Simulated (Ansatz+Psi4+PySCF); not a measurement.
## singlet HCl: levels of theory in one basis

```xyz
2

Cl    0.0000    0.0000    0.0711
H     0.0000    0.0000   -2.4888
```

Basis set: cc-pVTZ on H; cc-pV(T+d)Z on Cl (spherical functions). Frozen core: 5 orbitals. Charge 0, multiplicity 1.

Computed with Ansatz (development build ahead of 0.2.0) and Psi4 1.11; each method stands on the lowest determinant of its kind that the runs found.

```csv
method,E − E(RHF) (eV),<S²> of the determinant
RHF,0.00,0.00
UHF,-2.43,0.94
RHF-MP2,-6.35,–
UHF-MP2,-6.83,0.94
RHF-CCSD,-7.41,–
UHF-CCSD,-7.54,0.94
RHF-CCSD(T),-7.93,–
```

What does UHF-CCSD(T) give on the same scale?

-7.74 eV.

Is a single determinant a sound starting point here?

It is doubtful. Unrestricted orbitals lower Hartree–Fock by 2.43 eV and <S²> is 0.94 where a pure state has 0.00, a sign of strong static correlation.

Caution for RHF, RHF-MP2, RHF-CCSD, RHF-CCSD(T): an unrestricted determinant lies well below. Caution for UHF, UHF-MP2, UHF-CCSD, UHF-CCSD(T): the unrestricted determinant is a mixture of spin states. Caution for RHF-MP2, RHF-CCSD, RHF-CCSD(T): large amplitudes, a single reference is doubtful. Caution for UHF-MP2, UHF-CCSD, UHF-CCSD(T): a plain start can end on a higher determinant. Caution for RHF-CCSD, RHF-CCSD(T): the amplitudes may be one of several solutions. Caution for UHF-CCSD(T): another reference gives a lower total.
